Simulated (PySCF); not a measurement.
Potential energy surface of H2P, doublet: map of symmetric stretch and bend. Scanned: P-H bond length and H-P-H angle.

Cartesian coordinates as functions of the variables (Å; names that start with a are angles):
```
P  0  0  0
H  r*sin(a/2)  0  r*cos(a/2)
H  -r*sin(a/2)  0  r*cos(a/2)
```

Method: CCSD(T) on UHF/cc-pVDZ, 5 core orbitals frozen (PySCF).

Energy in mEh above the lowest grid point; x is the P-H bond length (Å), y the H-P-H angle (°).

```csv
y \ x,1.21,1.28,1.35,1.42,1.49,1.56,1.63,1.70,1.77,1.85,1.92
180,159.5,133.0,121.8,121.4,128.3,134.8,135.4,137.3,140.9,146.5,152.2
170,155.0,127.9,115.8,114.3,119.6,126.9,131.3,134.6,138.9,144.8,150.7
160,142.6,114.2,100.3,96.5,99.4,106.1,114.3,122.3,129.7,138.0,145.4
150,125.2,95.6,80.3,75.1,76.8,82.7,91.5,101.7,112.4,124.7,134.9
140,106.3,75.7,59.7,54.0,55.4,61.6,70.8,81.9,94.3,108.9,121.6
130,88.4,57.3,40.9,35.1,36.8,43.4,53.4,65.4,78.7,94.8,109.0
120,73.4,42.0,25.4,19.7,21.6,28.7,39.3,52.1,66.2,83.3,98.5
110,62.6,30.8,14.1,8.3,10.4,17.8,28.9,42.3,57.1,74.8,90.8
100,56.8,24.6,7.6,1.6,3.6,11.1,22.5,36.2,51.3,69.5,85.8
90,56.7,23.9,6.3,0.0,1.7,9.0,20.3,34.0,49.2,67.5,83.9
80,62.7,29.0,10.8,3.8,4.9,11.7,22.5,35.9,50.8,68.9,85.2
70,75.2,40.4,21.0,13.0,13.2,19.2,29.2,41.9,56.2,73.8,89.6
```

Points that lie below all their neighbours on the grid: x = 1.42, y = 90 (0.0 mEh).
